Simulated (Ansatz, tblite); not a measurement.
**MoO3: rung by rung, part 1 of 2**

Aim: run the singlet of MoO3 at one geometry on many levels, and compare frontier levels, spin and run time.

The runs use Ansatz 0.2.0, Gaussian basis; as each input shows.

The runs, in order: GFN1-xTB, GFN2-xTB, PBE-D4/def2-TZVP, r2SCAN-D4/def2-TZVP, HF/def2-TZVP, ωB97X-V/def2-TZVP, B3LYP-D4/def2-TZVP, B97M-V/def2-TZVP, B2PLYP/def2-TZVP, ωB97M-V/def2-TZVP, BLYP-D4/def2-TZVP, PBE+5HF/def2-TZVP, PBE+10HF/def2-TZVP, PBE+15HF/def2-TZVP, PBE+35HF/def2-TZVP, PBE+50HF/def2-TZVP, PBE-D4/def2-SVP, PBE0-D4/def2-SVP, PBE0-D4/def2-TZVPD, PBE-D4/def2-TZVPD, r2SCAN-D4/def2-TZVPD, CCSD(T)/def2-TZVPP, MP2/def2-TZVP, RPA/def2-TZVP.

1 further run of the same task is left out (set aside as unsound or not needed). Runs told in other sessions of the task aren't counted.

**1. The relaxed structure**

The geometry is that of the singlet, from an earlier relaxation (r2SCAN-D4/def2-TZVP).

4 atoms, charge 0, spin multiplicity 1.

Bond lengths: Mo1–O2 1.705 Å, Mo1–O3 1.705 Å, Mo1–O4 1.705 Å. Angles: O2–Mo1–O3 109.6°, O2–Mo1–O4 109.6°, O3–Mo1–O4 109.6°.

Formally the metal is d0. Mo takes a core potential in the def2 sets. No spin-orbit coupling is included.

PBE0-D4/def2-TZVP was run before; its log isn't repeated, and its numbers join the tables.

**2. GFN1-xTB**

Tight binding, by tblite at 300 K electronic temperature and without a spin-polarisation term:

```python
tblite.interface.Calculator('GFN1-xTB', numbers, positions, charge=0, uhf=0).singlepoint()
```

Energy -441.2191 eV, HOMO -13.45 eV, LUMO -10.63 eV; 0.002 s.

**3. GFN2-xTB**

Tight binding, by tblite at 300 K electronic temperature and without a spin-polarisation term:

```python
tblite.interface.Calculator('GFN2-xTB', numbers, positions, charge=0, uhf=0).singlepoint()
```

Energy -386.3485 eV, HOMO -13.24 eV, LUMO -12.82 eV; 0.002 s.

**4. PBE-D4/def2-TZVP**

start.molden holds the orbitals of an earlier run on this state, given as this run's starting guess.

Input file in.yaml:

```yaml
crystal:
  periodic: [false, false, false]
  atoms:
    - {symbol: Mo, position_ang: [-0.003911, 0.002633, 0.424154]}
    - {symbol: O, position_ang: [1.609150, -0.027603, -0.126332]}
    - {symbol: O, position_ang: [-0.779396, 1.404918, -0.157340]}
    - {symbol: O, position_ang: [-0.825833, -1.379948, -0.140482]}
basis:
  gaussian: {orbitals: def2-TZVP, initial_orbitals: start.molden}
hamiltonian: {xc: pbe, dispersion: d4}
scf: {omitted_lower_state_checks: [starts]}
output: {forces: true, orbitals: {seedname: orbitals}}
```

Started as:

```console
ansatz run in.yaml --threads 4 --pin off --events-out ev --progress --plain --max-ram 3916MiB
```

Standard output:

```text
Functional definition: PBE
  name "PBE"
  cite "Perdew, Burke & Ernzerhof, Phys. Rev. Lett. 77, 3865 (1996) doi:10.1103/PhysRevLett.77.3865"
  parent pbe
  parameter kappa = 0.804
  parameter beta = 0.06672455060314922
  exchange = pbe_x(kappa = kappa, mu = beta*pi^2/3)
  correlation = pbe_c(beta = beta)
these checks for a lower state are left out or cut short: starts
761 factors; their error is unknown
mean field evaluation 1: about -7996.9576 eV, gradient 9.7e0 eV
mean field evaluation 2: about -7997.1053 eV, gradient 1.6e-1 eV
mean field evaluation 4: about -7997.1001 eV, gradient 3.3e-4 eV
mean field -7997.10014748 eV, -293.8880097908 hartree, gradient 9.9e-6 eV, S^2 0.000000; 0 other end points of the search recorded, 0 dependent functions left out
the calculation of the forces begins
reference -7997.10021006 eV, -293.8880120907 hartree; 19, 19 occupied and 114, 114 virtual orbitals, 761 factors
Total energy: -7997.19508405 eV, -293.8914986455 hartree
Atom 0 at    -0.003911     0.002633     0.424154 Å, force    -0.007808     0.005314     0.832657 eV/Å
Atom 1 at     1.609150    -0.027603    -0.126332 Å, force     0.600466    -0.011646    -0.271985 eV/Å
Atom 2 at    -0.779396     1.404918    -0.157340 Å, force    -0.287637     0.521153    -0.283442 eV/Å
Atom 3 at    -0.825833    -1.379948    -0.140482 Å, force    -0.305021    -0.514822    -0.277230 eV/Å
Dipole moment:    -0.009377     0.006291     1.014034 e Å
Checks for a lower state left out: starts
```

Wall time 0.4 s (4 threads of AMD EPYC 9B45, shared host).

From the report: HOMO -7.39 eV, LUMO -5.43 eV.

**5. r2SCAN-D4/def2-TZVP**

Changes to in.yaml since step 4:

```diff
@@ -9,4 +9,4 @@
   gaussian: {orbitals: def2-TZVP, initial_orbitals: start.molden}
-hamiltonian: {xc: pbe, dispersion: d4}
+hamiltonian: {xc: r2scan, dispersion: d4}
 scf: {omitted_lower_state_checks: [starts]}
-output: {forces: true, orbitals: {seedname: orbitals}}
+output: {orbitals: {seedname: orbitals}}
```

Same command.

Standard output:

```text
Functional definition: r2SCAN
  name "r2SCAN"
  cite "Furness, Kaplan, Ning, Perdew & Sun, J. Phys. Chem. Lett. 11, 8208 (2020) doi:10.1021/acs.jpclett.0c02405"
  cite "Furness, Kaplan, Ning, Perdew & Sun, J. Phys. Chem. Lett. 11, 9248 (2020) doi:10.1021/acs.jpclett.0c03077"
  parent r2scan
  parameter k0 = 0.174
  parameter k1 = 0.065
  parameter a1 = 4.9479
  exchange = r2scan_x(k0 = k0, k1 = k1, a1 = a1)
  correlation = r2scan_c
these checks for a lower state are left out or cut short: starts
761 factors; their error is unknown
mean field evaluation 1: about -8000.0280 eV, gradient 5.3e0 eV
mean field evaluation 2: about -8000.0836 eV, gradient 6.8e-2 eV
mean field evaluation 4: about -8000.0788 eV, gradient 1.2e-4 eV
mean field -8000.07875132 eV, -293.9974714628 hartree, gradient 8.4e-6 eV, S^2 0.000000; 0 other end points of the search recorded, 0 dependent functions left out
reference -8000.07877078 eV, -293.9974721781 hartree; 19, 19 occupied and 114, 114 virtual orbitals, 761 factors
Total energy: -8000.09920250 eV, -293.9982230300 hartree
Checks for a lower state left out: starts
```

Run time: 0.6 s. Hardware: 4 threads of AMD EPYC 9B45, shared host.

Report: HOMO -7.76 eV, LUMO -5.26 eV.

**6. HF/def2-TZVP**

Changes to in.yaml since step 5:

```diff
@@ -9,3 +9,3 @@
   gaussian: {orbitals: def2-TZVP, initial_orbitals: start.molden}
-hamiltonian: {xc: r2scan, dispersion: d4}
+hamiltonian: {xc: hf}
 scf: {omitted_lower_state_checks: [starts]}
```

The command is unchanged.

Standard output:

```text
Functional definition: HF
  name "HF"
  cite "Fock, Z. Phys. 61, 126 (1930) doi:10.1007/BF01340294"
  parent pbe
  exchange = exact_x
  correlation = 0
these checks for a lower state are left out or cut short: starts
1006 factors; their error is unknown
mean field evaluation 1: about -7948.6898 eV, gradient 2.7e1 eV
mean field evaluation 2: about -7949.8324 eV, gradient 1.5e0 eV
mean field evaluation 4: about -7950.2333 eV, gradient 1.3e0 eV
mean field -7950.23499572 eV, -292.1657472298 hartree, gradient 2.4e-5 eV, S^2 0.000000; 0 other end points of the search recorded, 0 dependent functions left out
reference -7950.23499572 eV, -292.1657472298 hartree; 19, 19 occupied and 114, 114 virtual orbitals, 1006 factors
Total energy: -7950.23499572 eV, -292.1657472298 hartree
Checks for a lower state left out: starts
```

It took 0.25 s on 4 threads of AMD EPYC 9B45, shared host.

Report: HOMO -13.08 eV, LUMO -2.15 eV.

**7. ωB97X-V/def2-TZVP**

Changes to in.yaml since step 6:

```diff
@@ -9,3 +9,3 @@
   gaussian: {orbitals: def2-TZVP, initial_orbitals: start.molden}
-hamiltonian: {xc: hf}
+hamiltonian: {xc: {name: wB97X-V}}
 scf: {omitted_lower_state_checks: [starts]}
```

Launched as before.

Standard output, shortened:

```text
Functional definition: wB97X-V
  name "wB97X-V"
  cite "Mardirossian & Head-Gordon, Phys. Chem. Chem. Phys. 16, 9904 (2014) doi:10.1039/C3CP54374A"
  cite "Becke, J. Chem. Phys. 107, 8554 (1997) doi:10.1063/1.475007"
  cite "Vydrov & Van Voorhis, J. Chem. Phys. 133, 244103 (2010) doi:10.1063/1.3521275"
[...]
      + integral(e_c_pw_opposite_spin*poly(b97_u_opposite, cos0, cos1)) + vv10(b, c)
[...]
793 factors; their error is unknown
165 factors; integrals over basis functions are off by at most 1.0e-5 eV
[...]
mean field -7997.52171399 eV, -293.9035020743 hartree, gradient 1.8e-5 eV, S^2 0.000000; 0 other end points of the search recorded, 0 dependent functions left out
reference -7997.52171129 eV, -293.9035019752 hartree; 19, 19 occupied and 114, 114 virtual orbitals, 793 factors
Total energy: -7997.52171129 eV, -293.9035019752 hartree
Checks for a lower state left out: starts
```

Wall time 1.1 s (4 threads of AMD EPYC 9B45, shared host).

HOMO -11.41 eV, LUMO -2.74 eV.

**8. B3LYP-D4/def2-TZVP**

Changes to in.yaml since step 7:

```diff
@@ -9,3 +9,3 @@
   gaussian: {orbitals: def2-TZVP, initial_orbitals: start.molden}
-hamiltonian: {xc: {name: wB97X-V}}
+hamiltonian: {xc: {name: B3LYP}, dispersion: d4}
 scf: {omitted_lower_state_checks: [starts]}
```

The command is unchanged.

Standard output, shortened:

```text
Functional definition: B3LYP
  name "B3LYP"
  cite "Stephens, Devlin, Chabalowski & Frisch, J. Phys. Chem. 98, 11623 (1994) doi:10.1021/j100096a001"
  cite "Becke, Phys. Rev. A 38, 3098 (1988) doi:10.1103/PhysRevA.38.3098"
  cite "Lee, Yang & Parr, Phys. Rev. B 37, 785 (1988) doi:10.1103/PhysRevB.37.785"
  cite "Vosko, Wilk & Nusair, Can. J. Phys. 58, 1200 (1980) doi:10.1139/p80-159"
[...]
824 factors; their error is unknown
[...]
mean field -8001.94562224 eV, -294.0660777038 hartree, gradient 1.5e-5 eV, S^2 0.000000; 0 other end points of the search recorded, 0 dependent functions left out
reference -8001.94587342 eV, -294.0660869343 hartree; 19, 19 occupied and 114, 114 virtual orbitals, 824 factors
Total energy: -8002.10199934 eV, -294.0718244561 hartree
Checks for a lower state left out: starts
```

Run time: 0.45 s. Hardware: 4 threads of AMD EPYC 9B45, shared host.

Report: HOMO -8.78 eV, LUMO -5.13 eV.

**9. B97M-V/def2-TZVP**

Changes to in.yaml since step 8:

```diff
@@ -9,3 +9,3 @@
   gaussian: {orbitals: def2-TZVP, initial_orbitals: start.molden}
-hamiltonian: {xc: {name: B3LYP}, dispersion: d4}
+hamiltonian: {xc: {name: B97M-V}}
 scf: {omitted_lower_state_checks: [starts]}
```

The command is unchanged.

Standard output, shortened:

```text
Functional definition: B97M-V
  name "B97M-V"
  cite "Mardirossian & Head-Gordon, J. Chem. Phys. 142, 074111 (2015) doi:10.1063/1.4907719"
  cite "Becke, J. Chem. Phys. 107, 8554 (1997) doi:10.1063/1.475007"
  cite "Vydrov & Van Voorhis, J. Chem. Phys. 133, 244103 (2010) doi:10.1063/1.3521275"
  # Of w^i u^j: cxij and so on, Table III.
[...]
  gx(w, u) = cx00 + cx01*u + cx02*u^2 + (cx10 + cx11*u)*w
  gss(w, u) = css00 + css02*u^2 + css10*w + (css32*w^3 + css42*w^4)*u^2
  gos(w, u) = cos00 + cos01*u + cos03*u^3 + cos10*w + cos32*w^3*u^2
[...]
      + integral(e_c_pw_mod_opposite_spin*gos(b97_w_opposite, b97_u_opposite)) + vv10(b, c)
[...]
761 factors; their error is unknown
[...]
mean field -7999.86922625 eV, -293.9897715584 hartree, gradient 2.1e-5 eV, S^2 0.000000; 0 other end points of the search recorded, 0 dependent functions left out
reference -7999.86931421 eV, -293.9897747911 hartree; 19, 19 occupied and 114, 114 virtual orbitals, 761 factors
Total energy: -7999.86931421 eV, -293.9897747911 hartree
Checks for a lower state left out: starts
```

Run time: 1.1 s. Hardware: 4 threads of AMD EPYC 9B45, shared host.

From the report: HOMO -7.81 eV, LUMO -5.38 eV.

**10. B2PLYP/def2-TZVP**

Changes to in.yaml since step 9:

```diff
@@ -9,4 +9,3 @@
   gaussian: {orbitals: def2-TZVP, initial_orbitals: start.molden}
-hamiltonian: {xc: {name: B97M-V}}
+hamiltonian: {xc: {name: B2PLYP}}
 scf: {omitted_lower_state_checks: [starts]}
-output: {orbitals: {seedname: orbitals}}
```

Launched as before.

Standard output, shortened:

```text
Functional definition: B2PLYP
  name "B2PLYP"
  cite "Grimme, J. Chem. Phys. 124, 034108 (2006) doi:10.1063/1.2148954"
  cite "Becke, Phys. Rev. A 38, 3098 (1988) doi:10.1103/PhysRevA.38.3098"
  cite "Lee, Yang & Parr, Phys. Rev. B 37, 785 (1988) doi:10.1103/PhysRevB.37.785"
[...]
978 factors; integrals over basis functions are off by at most 5.2e-4 eV
[...]
mean field -7983.31790165 eV, -293.3815215986 hartree, gradient 4.6e-6 eV, S^2 0.000000; 0 other end points of the search recorded, 0 dependent functions left out
3 core orbitals not correlated: weight in the atoms' cores, before any rotation towards them, 1.000 or more for the frozen orbitals, at most 0.000 for the correlated occupied ones
reference -7983.31805146 eV, -293.3815271040 hartree; 16, 16 occupied and 114, 114 virtual orbitals, 978 factors
second order -44.89675670 eV of doubles, -0.00000000 eV of singles
Total energy: -7995.44017577 eV, -293.8270069556 hartree
Checks for a lower state left out: starts
```

Run time: 0.75 s. Hardware: 4 threads of AMD EPYC 9B45, shared host.

**11. ωB97M-V/def2-TZVP**

Changes to in.yaml since step 10:

```diff
@@ -9,3 +9,4 @@
   gaussian: {orbitals: def2-TZVP, initial_orbitals: start.molden}
-hamiltonian: {xc: {name: B2PLYP}}
+hamiltonian: {xc: {name: wB97M-V}}
 scf: {omitted_lower_state_checks: [starts]}
+output: {orbitals: {seedname: orbitals}}
```

Launched as before.

Standard output, shortened:

```text
Functional definition: wB97M-V
  name "wB97M-V"
  cite "Mardirossian & Head-Gordon, J. Chem. Phys. 144, 214110 (2016) doi:10.1063/1.4952647"
  cite "Becke, J. Chem. Phys. 107, 8554 (1997) doi:10.1063/1.475007"
  cite "Vydrov & Van Voorhis, J. Chem. Phys. 133, 244103 (2010) doi:10.1063/1.3521275"
  # Of w^i u^j: cxij and so on, Table III.
[...]
  gx(w, u) = 1 - cx + cx01*u + cx10*w
  gss(w, u) = css00 + css04*u^4 + css10*w + css20*w^2 + css43*w^4*u^3
  gos(w, u) = cos00 + cos10*w + (cos20 + cos21*u)*w^2 + (cos60 + cos61*u)*w^6
[...]
      + integral(e_c_pw_mod_opposite_spin*gos(b97_w_opposite, b97_u_opposite)) + vv10(b, c)
[...]
788 factors; their error is unknown
165 factors; integrals over basis functions are off by at most 1.0e-5 eV
[...]
mean field -7996.79603015 eV, -293.8768336849 hartree, gradient 1.7e-5 eV, S^2 0.000000; 0 other end points of the search recorded, 0 dependent functions left out
reference -7996.79610010 eV, -293.8768362554 hartree; 19, 19 occupied and 114, 114 virtual orbitals, 788 factors
Total energy: -7996.79610010 eV, -293.8768362554 hartree
Checks for a lower state left out: starts
```

It took 1.1 s on 4 threads of AMD EPYC 9B45, shared host.

Report: HOMO -11.36 eV, LUMO -3.01 eV.

**12. BLYP-D4/def2-TZVP**

Changes to in.yaml since step 11:

```diff
@@ -9,3 +9,3 @@
   gaussian: {orbitals: def2-TZVP, initial_orbitals: start.molden}
-hamiltonian: {xc: {name: wB97M-V}}
+hamiltonian: {xc: {name: BLYP}, dispersion: d4}
 scf: {omitted_lower_state_checks: [starts]}
```

Same command.

Standard output:

```text
Functional definition: BLYP
  name "BLYP"
  cite "Becke, Phys. Rev. A 38, 3098 (1988) doi:10.1103/PhysRevA.38.3098"
  cite "Lee, Yang & Parr, Phys. Rev. B 37, 785 (1988) doi:10.1103/PhysRevB.37.785"
  parameter beta = 0.0042
  parameter a = 0.04918
  parameter b = 0.132
  parameter c = 0.2533
  parameter d = 0.349
  exchange = b88_x(beta = beta)
  correlation = lyp_c(a = a, b = b, c = c, d = d)
these checks for a lower state are left out or cut short: starts
761 factors; their error is unknown
mean field evaluation 1: about -8001.2062 eV, gradient 1.4e1 eV
mean field evaluation 2: about -8001.4630 eV, gradient 2.6e-1 eV
mean field evaluation 4: about -8001.4587 eV, gradient 1.2e-1 eV
mean field -8001.45872470 eV, -294.0481845491 hartree, gradient 2.8e-5 eV, S^2 0.000000; 0 other end points of the search recorded, 0 dependent functions left out
reference -8001.45907000 eV, -294.0481972388 hartree; 19, 19 occupied and 114, 114 virtual orbitals, 761 factors
Total energy: -8001.67000280 eV, -294.0559488763 hartree
Checks for a lower state left out: starts
```

Run time: 0.35 s. Hardware: 4 threads of AMD EPYC 9B45, shared host.

From the report: HOMO -7.31 eV, LUMO -5.49 eV.

**13. PBE+5HF/def2-TZVP**

Changes to in.yaml since step 12:

```diff
@@ -9,3 +9,3 @@
   gaussian: {orbitals: def2-TZVP, initial_orbitals: start.molden}
-hamiltonian: {xc: {name: BLYP}, dispersion: d4}
+hamiltonian: {xc: {text: "exchange = 0.95*pbe_x + 0.05*exact_x\ncorrelation = pbe_c"}}
 scf: {omitted_lower_state_checks: [starts]}
```

The command is unchanged.

Standard output:

```text
Functional definition: unnamed
  exchange = 0.95*pbe_x + 0.05*exact_x
  correlation = pbe_c
these checks for a lower state are left out or cut short: starts
761 factors; their error is unknown
mean field evaluation 1: about -7996.4170 eV, gradient 7.8e0 eV
mean field evaluation 2: about -7996.5112 eV, gradient 1.0e-1 eV
mean field evaluation 4: about -7996.5252 eV, gradient 1.6e-4 eV
mean field -7996.52518036 eV, -293.8668801386 hartree, gradient 1.2e-5 eV, S^2 0.000000; 0 other end points of the search recorded, 0 dependent functions left out
reference -7996.52523855 eV, -293.8668822772 hartree; 19, 19 occupied and 114, 114 virtual orbitals, 761 factors
Total energy: -7996.52523855 eV, -293.8668822772 hartree
Checks for a lower state left out: starts
```

Wall time 0.4 s (4 threads of AMD EPYC 9B45, shared host).

Report: HOMO -7.71 eV, LUMO -5.29 eV.

**14. PBE+10HF/def2-TZVP**

Changes to in.yaml since step 13:

```diff
@@ -9,3 +9,3 @@
   gaussian: {orbitals: def2-TZVP, initial_orbitals: start.molden}
-hamiltonian: {xc: {text: "exchange = 0.95*pbe_x + 0.05*exact_x\ncorrelation = pbe_c"}}
+hamiltonian: {xc: {text: "exchange = 0.90*pbe_x + 0.10*exact_x\ncorrelation = pbe_c"}}
 scf: {omitted_lower_state_checks: [starts]}
```

Same command.

Standard output:

```text
Functional definition: unnamed
  exchange = 0.90*pbe_x + 0.10*exact_x
  correlation = pbe_c
these checks for a lower state are left out or cut short: starts
761 factors; their error is unknown
mean field evaluation 1: about -7995.8763 eV, gradient 5.8e0 eV
mean field evaluation 2: about -7995.9292 eV, gradient 5.5e-2 eV
mean field evaluation 4: about -7995.9624 eV, gradient 7.8e-5 eV
mean field -7995.96236745 eV, -293.8461971459 hartree, gradient 7.9e-5 eV, S^2 0.000000; 0 other end points of the search recorded, 0 dependent functions left out
reference -7995.96242137 eV, -293.8461991273 hartree; 19, 19 occupied and 114, 114 virtual orbitals, 761 factors
Total energy: -7995.96242137 eV, -293.8461991273 hartree
Checks for a lower state left out: starts
```

It took 0.4 s on 4 threads of AMD EPYC 9B45, shared host.

HOMO -8.04 eV, LUMO -5.16 eV.

**15. PBE+15HF/def2-TZVP**

Changes to in.yaml since step 14:

```diff
@@ -9,3 +9,3 @@
   gaussian: {orbitals: def2-TZVP, initial_orbitals: start.molden}
-hamiltonian: {xc: {text: "exchange = 0.90*pbe_x + 0.10*exact_x\ncorrelation = pbe_c"}}
+hamiltonian: {xc: {text: "exchange = 0.85*pbe_x + 0.15*exact_x\ncorrelation = pbe_c"}}
 scf: {omitted_lower_state_checks: [starts]}
```

Same command.

Standard output:

```text
Functional definition: unnamed
  exchange = 0.85*pbe_x + 0.15*exact_x
  correlation = pbe_c
these checks for a lower state are left out or cut short: starts
788 factors; their error is unknown
mean field evaluation 1: about -7995.3357 eV, gradient 3.9e0 eV
mean field evaluation 2: about -7995.3591 eV, gradient 2.6e-2 eV
mean field evaluation 4: about -7995.4117 eV, gradient 5.8e-5 eV
mean field -7995.41166506 eV, -293.8259592063 hartree, gradient 6.0e-5 eV, S^2 0.000000; 0 other end points of the search recorded, 0 dependent functions left out
reference -7995.41171483 eV, -293.8259610353 hartree; 19, 19 occupied and 114, 114 virtual orbitals, 788 factors
Total energy: -7995.41171483 eV, -293.8259610353 hartree
Checks for a lower state left out: starts
```

It took 0.35 s on 4 threads of AMD EPYC 9B45, shared host.

From the report: HOMO -8.37 eV, LUMO -5.03 eV.

**16. PBE+35HF/def2-TZVP**

Changes to in.yaml since step 15:

```diff
@@ -9,3 +9,3 @@
   gaussian: {orbitals: def2-TZVP, initial_orbitals: start.molden}
-hamiltonian: {xc: {text: "exchange = 0.85*pbe_x + 0.15*exact_x\ncorrelation = pbe_c"}}
+hamiltonian: {xc: {text: "exchange = 0.65*pbe_x + 0.35*exact_x\ncorrelation = pbe_c"}}
 scf: {omitted_lower_state_checks: [starts]}
```

Same command.

Standard output:

```text
Functional definition: unnamed
  exchange = 0.65*pbe_x + 0.35*exact_x
  correlation = pbe_c
these checks for a lower state are left out or cut short: starts
872 factors; their error is unknown
mean field evaluation 1: about -7993.1731 eV, gradient 4.0e0 eV
mean field evaluation 2: about -7993.1962 eV, gradient 3.8e-2 eV
mean field evaluation 4: about -7993.3263 eV, gradient 2.5e-4 eV
mean field -7993.32632850 eV, -293.7493245011 hartree, gradient 2.5e-5 eV, S^2 0.000000; 0 other end points of the search recorded, 0 dependent functions left out
reference -7993.32636312 eV, -293.7493257734 hartree; 19, 19 occupied and 114, 114 virtual orbitals, 872 factors
Total energy: -7993.32636312 eV, -293.7493257734 hartree
Checks for a lower state left out: starts
```

Wall time 0.4 s (4 threads of AMD EPYC 9B45, shared host).

HOMO -9.70 eV, LUMO -4.48 eV.

**17. PBE+50HF/def2-TZVP**

Changes to in.yaml since step 16:

```diff
@@ -9,3 +9,3 @@
   gaussian: {orbitals: def2-TZVP, initial_orbitals: start.molden}
-hamiltonian: {xc: {text: "exchange = 0.65*pbe_x + 0.35*exact_x\ncorrelation = pbe_c"}}
+hamiltonian: {xc: {text: "exchange = 0.50*pbe_x + 0.50*exact_x\ncorrelation = pbe_c"}}
 scf: {omitted_lower_state_checks: [starts]}
```

Same command.

Standard output:

```text
Functional definition: unnamed
  exchange = 0.50*pbe_x + 0.50*exact_x
  correlation = pbe_c
these checks for a lower state are left out or cut short: starts
960 factors; their error is unknown
mean field evaluation 1: about -7991.5511 eV, gradient 9.8e0 eV
mean field evaluation 2: about -7991.6935 eV, gradient 2.1e-1 eV
mean field evaluation 4: about -7991.8822 eV, gradient 6.2e-1 eV
mean field evaluation 8: about -7991.8826 eV, gradient 1.4e-5 eV
mean field -7991.88257176 eV, -293.6962674197 hartree, gradient 1.4e-5 eV, S^2 0.000000; 0 other end points of the search recorded, 0 dependent functions left out
reference -7991.88259661 eV, -293.6962683329 hartree; 19, 19 occupied and 114, 114 virtual orbitals, 960 factors
Total energy: -7991.88259661 eV, -293.6962683329 hartree
Checks for a lower state left out: starts
```

It took 0.45 s on 4 threads of AMD EPYC 9B45, shared host.

Report: HOMO -10.73 eV, LUMO -4.06 eV.

(Continued in part 2 of 2.)
